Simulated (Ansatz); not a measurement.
Two structures, one formula

Two relaxed structures of MgSiH$_{3}$, doublet (PBE0-D4/def2-TZVP; forces vanish, vibrations not checked).

A:

```json
{"atom": "Mg1", "x (Å)": "1.4657", "y (Å)": "-0.4523", "z (Å)": "-0.2615"}
{"atom": "Si2", "x (Å)": "-0.9640", "y (Å)": "0.2976", "z (Å)": "0.1721"}
{"atom": "H3", "x (Å)": "-0.1980", "y (Å)": "0.3641", "z (Å)": "-1.1966"}
{"atom": "H4", "x (Å)": "-0.3841", "y (Å)": "-1.1471", "z (Å)": "0.3742"}
{"atom": "H5", "x (Å)": "0.3244", "y (Å)": "0.8627", "z (Å)": "0.8685"}
```

B:

Mg1  (-2.292, 0.614, 0.624)
Si2  (-0.042, -0.196, -0.151)
H3  (0.622, 0.223, -1.420)
H4  (0.586, -1.486, 0.261)
H5  (-3.778, 1.209, 1.196)
(Å)

Computed with Ansatz 0.2.0 (basis: def2-TZVPP); correlated methods freeze the cores; orbitals are unrestricted. The outer core shell of Li, Na, Mg and K is correlated. The def2 sets are not built for correlating such inner shells, so the correlated values are less sure here. B3LYP uses VWN-RPA correlation.

Which structure is lower at CCSD(T), and by how much? (Judge from chemistry; the value comes from the calculation.)

Computed: A, by 0.465 eV (electronic energy, against the other). By their contacts, A is MgSiH₃ ([H]1[Mg]23[H][Si]12[H]3) and B is MgSiH₃ ([MgH][SiH2]).

All methods give the same order:

```json
{"method": "PBE-D4", "E(B) − E(A) (eV)": "0.567"}
{"method": "r2SCAN-D4", "E(B) − E(A) (eV)": "0.476"}
{"method": "PBE0-D4", "E(B) − E(A) (eV)": "0.501"}
{"method": "B3LYP-D4", "E(B) − E(A) (eV)": "0.433"}
{"method": "wB97M-V", "E(B) − E(A) (eV)": "0.491"}
{"method": "HF", "E(B) − E(A) (eV)": "0.190"}
{"method": "MP2", "E(B) − E(A) (eV)": "0.525"}
{"method": "CCSD", "E(B) − E(A) (eV)": "0.414"}
{"method": "CCSD(T)", "E(B) − E(A) (eV)": "0.465"}
```

The T1 diagnostic stays at or below 0.016. ⟨S²⟩ of the unrestricted Hartree–Fock references: 0.75 to 0.77 (a pure state has 0.75).

Labels in which every atom is bracketed show which atoms are joined, not bond orders.

For scale, one of the runs: CCSD(T)/def2-TZVPP, 116 basis functions, launched by `ansatz run in.yaml --threads 2 --pin off --events-out ev --progress --plain --max-ram 4352MiB`. Time: 13 s of wall clock on 2 CPU threads of an Intel Xeon 6975P-C; the host was shared. Peak host memory: 1.1 GiB.
